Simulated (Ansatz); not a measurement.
[AlH2···H···CN], doublet: the ladder up to UCCSDT(Q)

Geometry: a point of a hydrogen-transfer path between rigid fragments, not a stationary point.

```xyz
6

Al   -1.8570    0.0000    0.0000
H    -2.6499    1.3734    0.0000
H    -2.6499   -1.3734    0.0000
H    -0.2711    0.0000    0.0000
N     2.6771    0.0000    0.0000
C     1.5170    0.0000    0.0000
```

Basis cc-pVDZ; Ansatz 0.2.0. Only valence electrons are correlated (noble-gas cores frozen), which leaves 15 electrons in 54 orbitals. Prefix R: restricted or restricted open-shell reference; prefix U: unrestricted. Active spaces: pair = (3e, 3o) about the gap; frontier = (9e, 9o) about the gap.

Full CI isn't at hand for all of this; UCCSDT(Q) serves as the reference, and is uncertain by about the last step of the cluster series. The frozen core follows each run's orbitals, which can shift R against U totals by a few meV.

Unrestricted rows (U) aren't spin-pure: their determinants' ⟨S²⟩ exceeds S(S+1) by up to 0.31, so they mix in states of higher spin. For open shells CISD is restricted-active-space CI with the open shells as a complete middle space.

The UHF ⟨S²⟩ is 1.062, the T1 diagnostic (RCCSD) is 0.0307 and the largest doubles amplitude (RCCSD) is 0.093. The T1 diagnostic (UCCSD) is 0.0536.

```json
{"level": "RHF", "E − E(UCCSDT(Q)) (meV)": "10991", "share of correlation (%)": "0.00", "wall time": "–"}
{"level": "UHF", "E − E(UCCSDT(Q)) (meV)": "10556", "share of correlation (%)": "3.95", "wall time": "–"}
{"level": "RMP2", "E − E(UCCSDT(Q)) (meV)": "1331", "share of correlation (%)": "87.89", "wall time": "–"}
{"level": "UMP2", "E − E(UCCSDT(Q)) (meV)": "1965", "share of correlation (%)": "82.12", "wall time": "–"}
{"level": "CISD", "E − E(UCCSDT(Q)) (meV)": "1716", "share of correlation (%)": "84.38", "wall time": "11 s"}
{"level": "RCCSD", "E − E(UCCSDT(Q)) (meV)": "484", "share of correlation (%)": "95.60", "wall time": "–"}
{"level": "UCCSD", "E − E(UCCSDT(Q)) (meV)": "484", "share of correlation (%)": "95.60", "wall time": "–"}
{"level": "RCCSD(T)", "E − E(UCCSDT(Q)) (meV)": "73", "share of correlation (%)": "99.33", "wall time": "9.5 s"}
{"level": "UCCSD(T)", "E − E(UCCSDT(Q)) (meV)": "105", "share of correlation (%)": "99.04", "wall time": "10 s"}
{"level": "BCCD(T)", "E − E(UCCSDT(Q)) (meV)": "74", "share of correlation (%)": "99.33", "wall time": "11 s"}
{"level": "RCCSDT", "E − E(UCCSDT(Q)) (meV)": "47", "share of correlation (%)": "99.58", "wall time": "–"}
{"level": "UCCSDT", "E − E(UCCSDT(Q)) (meV)": "48", "share of correlation (%)": "99.57", "wall time": "–"}
{"level": "RCCSDT(Q)", "E − E(UCCSDT(Q)) (meV)": "3", "share of correlation (%)": "99.98", "wall time": "23 s (H100)"}
{"level": "CASSCF (pair space)", "E − E(UCCSDT(Q)) (meV)": "10133", "share of correlation (%)": "7.80", "wall time": "–"}
{"level": "MRCISD (pair space)", "E − E(UCCSDT(Q)) (meV)": "1522", "share of correlation (%)": "86.15", "wall time": "–"}
{"level": "MRCISD+Q (pair space)", "E − E(UCCSDT(Q)) (meV)": "332", "share of correlation (%)": "96.98", "wall time": "16 s (H100)"}
{"level": "CASSCF (frontier space)", "E − E(UCCSDT(Q)) (meV)": "6669", "share of correlation (%)": "39.32", "wall time": "–"}
{"level": "NEVPT2 (frontier space)", "E − E(UCCSDT(Q)) (meV)": "1489", "share of correlation (%)": "86.45", "wall time": "34 s (H100)"}
{"level": "MRCISD (frontier space)", "E − E(UCCSDT(Q)) (meV)": "667", "share of correlation (%)": "93.93", "wall time": "–"}
{"level": "MRCISD+Q (frontier space)", "E − E(UCCSDT(Q)) (meV)": "72", "share of correlation (%)": "99.35", "wall time": "45 s (H100)"}
```

The correlation energy at UCCSDT(Q), counted from RHF, is -10.991 eV. That run took 20 s on 2 threads of AMD EPYC 7R13 with a shared H100 80 GB, shared host.

Times hold each run's SCF and search for its determinant on a shared host, so for small cases they say little of a method's own cost; rows without a card ran on 1 thread of AMD EPYC 7R13.
